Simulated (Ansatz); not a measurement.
The parent structure is MgO in the rock salt structure (space group Fm-3m, No. 225; a = 4.204 Å).

Computed with r2SCAN (Ansatz, a program for electronic structure), scalar-relativistic without spin-orbit coupling.

It is then changed as follows: full substitution O → S, then cell and atoms are relaxed.

Measured lattice parameter a: MgO 4.189 Å (static lattice; corrected from measurement; as listed in Daniel Mejia-Rodriguez, S. B. Trickey, Phys. Rev. B (2018)); MgS 5.188 Å (static lattice; corrected from measurement; as listed in Tamar Goldzak et al., The Journal of Chemical Physics (2022)).

**Question.** How well does r2SCAN reproduce the measured shift?

**Answer.** With r2SCAN the lattice parameter a moves by +0.999 Å (4.204 → 5.203) against +0.999 Å measured.

Stability against distortions was not tested.
